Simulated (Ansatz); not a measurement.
**Isomers and spin states of AlAsH$_{2}$**

Ansatz 0.2.0, basis cc-pVDZ; geometries are PBE0/def2-TZVP minima. Wave-function levels freeze the cores with the filled d shells of p-block atoms; HF, MP2 and coupled cluster are restricted for singlets and unrestricted otherwise, restricted open-shell where a d shell is frozen, Kohn–Sham unrestricted where that lies lower. The reference is CCSDTQ (coupled cluster only where its series has nearly closed). Semilocal and hybrid functionals correlate all electrons outside any core potential and usually lie nearer their basis limit than the reference, so part of their error here is the reference's basis and frozen-core error; RPA and the MP2 part of double hybrids freeze the same cores as the reference. None of these values is a measured one. Energies are electronic, without zero-point terms. No spin–orbit coupling and no scalar relativity. The set is small: such energies can lie up to about 0.3 eV from the limit, spin gaps mostly less, so near ties and functionals' places can change in larger sets. The species are chosen: bound, without strong static correlation by their natural occupations or amplitudes, and with a ladder that closes on the reference, so errors are smaller than for species at large; levels whose determinant breaks symmetry or spin markedly are left out.

A. singlet; Al–As 2.217, Al–H 1.583, As–H 1.572, angles at As 67°, angles at Al 172°. Coordinates (Å): Al 0.000 0.032 1.599; As 0.000 0.010 -0.618; H 0.000 -0.165 3.170; H 0.000 -1.434 0.005
B. triplet; Al–As 2.466, Al–H 1.609, As–H 1.527, angles at As 93°, angles at Al 115°. Coordinates (Å): Al 0.000 -0.143 1.790; As 0.000 0.054 -0.668; H 0.000 1.259 2.580; H 0.000 -1.460 -0.869
C. singlet; Al–As 2.523, As–H 1.535, angles at As 81/90°. Coordinates (Å): Al -0.010 0.000 1.863; As 0.031 0.000 -0.659; H -1.028 -1.088 -0.434; H -1.028 1.088 -0.434
D. triplet; Al–As 2.435, Al–H 1.589, angles at Al 120°. Coordinates (Å): Al 0.000 0.000 1.740; As 0.000 0.000 -0.695; H 0.000 1.376 2.534; H 0.000 -1.376 2.534
E. triplet; Al–As 2.470, As–H 1.524, angles at As 93/97°. Coordinates (Å): Al 0.037 0.000 1.832; As -0.040 0.000 -0.637; H 0.990 1.104 -0.849; H 0.990 -1.104 -0.849

Q: From bonding and spin, estimate the order of these in energy at CCSDTQ, each at its own geometry.

A: At CCSDTQ, above the lowest of those listed: C (0.000 eV), A (0.328 eV), D (0.648 eV), B (1.159 eV), E (1.650 eV).

```json
{"level": "CCSDTQ", "A less C (eV)": "0.328", "D less C (eV)": "0.648", "B less C (eV)": "1.159", "E less C (eV)": "1.650"}
{"level": "HF", "A less C (eV)": "0.433", "D less C (eV)": "-0.194", "B less C (eV)": "0.508", "E less C (eV)": "1.128"}
{"level": "CCSD", "A less C (eV)": "0.401", "D less C (eV)": "0.577", "B less C (eV)": "1.133", "E less C (eV)": "1.659"}
{"level": "CCSD(T)", "A less C (eV)": "0.339", "D less C (eV)": "0.642", "B less C (eV)": "1.161", "E less C (eV)": "1.657"}
{"level": "CCSDT", "A less C (eV)": "0.334", "D less C (eV)": "0.643", "B less C (eV)": "1.156", "E less C (eV)": "1.650"}
{"level": "PBE", "A less C (eV)": "0.199", "D less C (eV)": "0.905", "B less C (eV)": "1.149", "E less C (eV)": "1.558"}
{"level": "r2SCAN", "A less C (eV)": "0.097", "D less C (eV)": "0.611", "B less C (eV)": "0.927", "E less C (eV)": "1.397"}
{"level": "PBE0", "A less C (eV)": "0.246", "D less C (eV)": "0.750", "B less C (eV)": "1.079", "E less C (eV)": "1.535"}
{"level": "wB97M-V", "A less C (eV)": "0.371", "D less C (eV)": "0.815", "B less C (eV)": "1.330", "E less C (eV)": "1.955"}
{"level": "B2PLYP", "A less C (eV)": "0.238", "D less C (eV)": "0.678", "B less C (eV)": "1.125", "E less C (eV)": "1.685"}
```

Another form comes out lowest with HF.

The geometries are PBE0's, not this basis's own minima.
